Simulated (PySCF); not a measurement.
## Frontier levels across methods

Species: CH₂O.
Geometry (PBE0-D3(BJ)/def2-SVP, Å), atoms numbered from 1 in this order:
```
atom  x, y, z in Å
C1     0.0018   -0.0004   -0.0004
O2     1.1451   -0.2060   -0.2854
H3    -0.7410   -0.8263    0.1417
H4    -0.4060    1.0326    0.1441
```

The species is `C=O` (CH2O).

Basis pcSseg-2 throughout (PySCF), one geometry. Geometry: PBE0-D3(BJ)/def2-SVP; no solvent, vibrations or thermal averaging.

Task: How do the orbital energies, the gap and the dipole change with the method?

Result: 
```csv
method,kind,HOMO (eV),LUMO (eV),gap (eV),μ (D),SCF cycles
BLYP,GGA,-6.20,-2.49,3.72,2.21,13
OPBE,GGA,-6.21,-2.47,3.75,2.12,14
PBE,GGA,-6.24,-2.58,3.66,2.18,13
B97-D,GGA,-6.30,-2.48,3.82,2.21,13
LDA,LDA,-6.33,-2.84,3.48,2.25,13
BP86,GGA,-6.36,-2.65,3.71,2.19,13
KT2,GGA,-6.39,-2.44,3.95,2.21,14
KT3,GGA,-6.45,-2.48,3.97,2.18,14
B97-2,global hybrid,-7.59,-1.41,6.18,2.35,12
B3LYP,global hybrid,-7.65,-1.65,6.00,2.36,12
PBE0,global hybrid,-7.86,-1.33,6.53,2.36,12
mPW1PW91,global hybrid,-7.90,-1.35,6.55,2.37,11
CAM-B3LYP,range-separated hybrid,-9.35,-0.13,9.22,2.46,12
BHandHLYP,global hybrid,-9.47,-0.09,9.38,2.56,12
wB97X-D,range-separated hybrid,-9.77,0.61,10.39,2.41,13
LC-wPBE,range-separated hybrid,-10.63,1.21,11.84,2.47,13
HF,Hartree–Fock,-11.99,2.72,14.72,2.81,10
```

The HOMO spans 5.79 eV, from BLYP down to HF, and the gap runs from 3.48 eV (LDA) to 14.72 eV (HF). Over the methods BLYP (0 %), OPBE (0 %), PBE (0 %), B97-D (0 %), LDA (0 %), BP86 (0 %), KT2 (0 %), KT3 (0 %), B97-2 (21 %), B3LYP (20 %), PBE0 (25 %), mPW1PW91 (25 %), BHandHLYP (50 %), HF (100 %), a straight line through the gap against the share of exact exchange rises by 1.10 eV for each 10 % (correlation coefficient 0.999). The dipole ranges from 2.12 D (OPBE) to 2.81 D (HF). This basis has no diffuse functions.

Reference dipole: 2.33 D (measured, gas; NIST CCCBDB Release 22 (SRD 101), experimental dipoles); nearest here: B97-2 (2.35 D). 

The vertical ΔSCF ionisation energy at wB97X-D/def2-SVPD is 10.91 eV; −ε(HOMO) comes closest to it with LC-wPBE (10.63 eV).
